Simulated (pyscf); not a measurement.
Single points on ωB97X-D3(BJ)/def2-SVP structures (PySCF, gas phase).

SMILES: [O]=[W]([OH])([F])([Cl])[Cl]
```xyz
7

O     -1.0595     1.1277    -2.2642
W     -0.1884     0.7979    -0.8815
O     -0.8982    -0.8471    -0.4051
F      0.9044     2.3031    -0.7538
Cl    -1.2758     1.7216     0.9308
Cl     1.7632    -0.2833    -1.4655
H     -0.7985    -1.5161     0.2814
```
Charge 0, spin multiplicity 1.

Task: How much does it cost (ΔH, 298 K, ωB97M-D3(BJ)/def2-TZVP) to split `[O]=[W]([OH])([F])([Cl])[Cl]` at its F–W bond into [O=W(OH)(Cl)–Cl]• + F•?

Result: F–W to [O=W(OH)(Cl)–Cl]• + F•: 106.1 kcal/mol. The 7 functionals that were run give +103.4 (M06-2X) to +119.3 kcal/mol (PBE). The radicals are drawn with the spin at the cut bond; how far it spreads was not checked. Other isomers of [O=W(OH)(Cl)–Cl]• were not searched in full and may lie lower. Left out: the spin-orbit lowering of F. Open-shell species with a d-block atom are single-reference here; other states, and whether the spin sits on metal or ligand, were not checked. Elements past Kr carry the def2 core potentials, without spin-orbit coupling.
